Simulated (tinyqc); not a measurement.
Coupled-perturbed Hartree-Fock on RHF in the sto-3g basis, for H2O, spin multiplicity 1, step by step. One step of it, computed by the program tinyqc.

Question. Coupled step 2. U_ai = -(mu_ai + sum_bj [4 (ai|bj) - (ab|ij) - (aj|bi)] U_bj) / (e_a - e_i); alpha = -4 sum U_ai mu_ai.

U after step 1:
```
           i1         i2        i3         i4        i5
a6   0.000805   0.084175  0.090492  -0.553941  0.000000
a7  -0.000145  -0.004291  0.427781   0.041755  0.000000
```

dipole integrals <a|z|i> (bohr):
```
           i1         i2         i3         i4        i5
a6  -0.040626   0.011441  -0.113456   0.456586  0.000000
a7   0.008016  -0.029821  -0.589698  -0.037909  0.000000
```

orbital energies (hartree): MO1 -20.239674, MO2 -1.202000, MO3 -0.567801, MO4 -0.407072, MO5 -0.376313, MO6 0.451878, MO7 0.645342

Two-electron integrals over orbitals (pq|rs), unique and non-zero (hartree):
```
(11|11) 4.746264    (21|11) -0.427459   (21|21) 0.060832    (22|11) 1.017123
(22|21) -0.015097   (22|22) 0.721419    (31|11) 0.024998    (31|21) -0.003095
(31|22) 0.002495    (31|31) 0.010334    (32|11) -0.014714   (32|21) 0.001449
(32|22) 0.007432    (32|31) 0.016347    (32|32) 0.133221    (33|11) 0.757648
(33|21) -0.004662   (33|22) 0.612794    (33|31) -0.000774   (33|32) -0.003668
(33|33) 0.594005    (41|11) 0.156275    (41|21) -0.020390   (41|22) 0.011972
(41|31) 0.001818    (41|32) 0.000368    (41|33) 0.005064    (41|41) 0.024834
(42|11) -0.135476   (42|21) 0.007656    (42|22) -0.020502   (42|31) 0.000215
(42|32) 0.003806    (42|33) 0.003639    (42|41) 0.020332    (42|42) 0.129925
(43|11) 0.027869    (43|21) -0.000890   (43|22) 0.012914    (43|31) -0.002112
(43|32) 0.027923    (43|33) 0.006192    (43|41) -0.001473   (43|42) -0.011953
(43|43) 0.052857    (44|11) 0.964436    (44|21) -0.011704   (44|22) 0.671981
(44|31) -0.000070   (44|32) -0.012523   (44|33) 0.570343    (44|41) -0.009834
(44|42) -0.098625   (44|43) 0.012679    (44|44) 0.732319    (51|51) 0.025983
(52|51) 0.033142    (52|52) 0.149629    (53|51) -0.001856   (53|52) -0.006574
(53|53) 0.026552    (54|51) -0.011299   (54|52) -0.041416   (54|53) 0.003457
(54|54) 0.048917    (55|11) 1.115352    (55|21) -0.012098   (55|22) 0.753058
(55|31) 0.000700    (55|32) -0.007425   (55|33) 0.600798    (55|41) 0.004355
(55|42) -0.073363   (55|43) 0.016028    (55|44) 0.706517    (55|55) 0.880159
(61|11) 0.205809    (61|21) -0.030799   (61|22) 0.003404    (61|31) 0.003651
(61|32) 0.002815    (61|33) -0.000144   (61|41) -0.002424   (61|42) -0.019575
(61|43) 0.001111    (61|44) 0.015279    (61|55) 0.005605    (61|61) 0.025327
(62|11) -0.266130   (62|21) 0.006538    (62|22) -0.125987   (62|31) 0.001629
(62|32) 0.014183    (62|33) -0.060815   (62|41) -0.017719   (62|42) -0.031591
(62|43) -0.005112   (62|44) -0.071830   (62|55) -0.140756   (62|61) 0.008087
(62|62) 0.091536    (63|11) 0.072218    (63|21) -0.001438   (63|22) 0.038148
(63|31) -0.002222   (63|32) 0.042730    (63|33) 0.021196    (63|41) 0.000624
(63|42) -0.012046   (63|43) 0.039339    (63|44) 0.022739    (63|55) 0.041418
(63|61) 0.000149    (63|62) -0.016971   (63|63) 0.084970    (64|11) -0.250918
(64|21) 0.002948    (64|22) -0.121007   (64|31) -0.001647   (64|32) -0.012297
(64|33) -0.044725   (64|41) -0.002961   (64|42) 0.033380    (64|43) -0.013409
(64|44) -0.126842   (64|55) -0.138494   (64|61) -0.000501   (64|62) 0.061390
(64|63) -0.032782   (64|64) 0.088572    (65|51) -0.013712   (65|52) -0.052982
(65|53) 0.006519    (65|54) -0.004368   (65|65) 0.034226    (66|11) 0.756050
(66|21) -0.007172   (66|22) 0.578405    (66|31) -0.001712   (66|32) -0.031299
(66|33) 0.544582    (66|41) 0.017602    (66|42) 0.050904    (66|43) -0.022664
(66|44) 0.538864    (66|55) 0.565932    (66|61) -0.007865   (66|62) -0.082014
(66|63) -0.017215   (66|64) -0.040302   (66|66) 0.584295    (71|11) -0.052180
(71|21) 0.008257    (71|22) 0.000581    (71|31) 0.013941    (71|32) 0.022152
(71|33) -0.001904   (71|41) -0.000810   (71|42) 0.002835    (71|43) -0.003295
(71|44) -0.003026   (71|55) -0.001354   (71|61) -0.001858   (71|62) 0.002768
(71|63) -0.002940   (71|64) -0.001851   (71|66) -0.003057   (71|71) 0.021463
(72|11) 0.074215    (72|21) -0.001456   (72|22) 0.036026    (72|31) 0.014630
(72|32) 0.051823    (72|33) 0.009021    (72|41) 0.002733    (72|42) -0.001782
(72|43) -0.025862   (72|44) 0.025475    (72|55) 0.038107    (72|61) 0.002805
(72|62) -0.007678   (72|63) -0.025575   (72|64) -0.017834   (72|66) 0.018660
(72|71) 0.019414    (72|72) 0.070929    (73|11) 0.363709    (73|21) -0.006837
(73|22) 0.159883    (73|31) -0.000271   (73|32) -0.021641   (73|33) 0.087843
(73|41) -0.000227   (73|42) -0.067744   (73|43) 0.002942    (73|44) 0.152603
(73|55) 0.197663    (73|61) 0.005168    (73|62) -0.068261   (73|63) 0.011616
(73|64) -0.085400   (73|66) 0.048138    (73|71) -0.001956   (73|72) 0.022870
(73|73) 0.152184    (74|11) 0.021760    (74|21) -0.000311   (74|22) 0.005227
(74|31) -0.007578   (74|32) -0.067238   (74|33) 0.006252    (74|41) 0.001355
(74|42) 0.002871    (74|43) -0.006712   (74|44) 0.013603    (74|55) 0.010805
(74|61) -0.002722   (74|62) -0.013692   (74|63) -0.048902   (74|64) 0.006813
(74|66) 0.027109    (74|71) -0.010633   (74|72) -0.015224   (74|73) 0.020775
(74|74) 0.063163    (75|51) 0.003432    (75|52) 0.013541    (75|53) 0.023025
(75|54) -0.001412   (75|65) -0.002154   (75|75) 0.026509    (76|11) 0.013018
(76|21) -0.000508   (76|22) -0.003574   (76|31) -0.007638   (76|32) -0.085814
(76|33) 0.005577    (76|41) -0.002806   (76|42) -0.011909   (76|43) -0.054047
(76|44) 0.016291    (76|55) 0.006231    (76|61) 0.000378    (76|62) 0.001769
(76|63) -0.065337   (76|64) 0.015727    (76|66) 0.035628    (76|71) -0.010715
(76|72) 0.001705    (76|73) 0.027135    (76|74) 0.050317    (76|76) 0.103409
(77|11) 0.860860    (77|21) -0.009418   (77|22) 0.618325    (77|31) 0.004337
(77|32) 0.037717    (77|33) 0.584750    (77|41) 0.003924    (77|42) -0.020143
(77|43) 0.027376    (77|44) 0.587337    (77|55) 0.619044    (77|61) 0.005001
(77|62) -0.061430   (77|63) 0.050563    (77|64) -0.059646   (77|66) 0.531293
(77|71) 0.004110    (77|72) 0.018256    (77|73) 0.094217    (77|74) -0.020305
(77|76) -0.034312   (77|77) 0.621847
```

Give: U after step 2; polarisability.

Answer.

U after step 2:
```
         i1       i2      i3       i4      i5
a6   0.0007   0.0966  0.0877  -0.5944  0.0000
a7  -0.0001  -0.0067  0.4302   0.0465  0.0000
```

polarisability = 2.1421 bohr^3
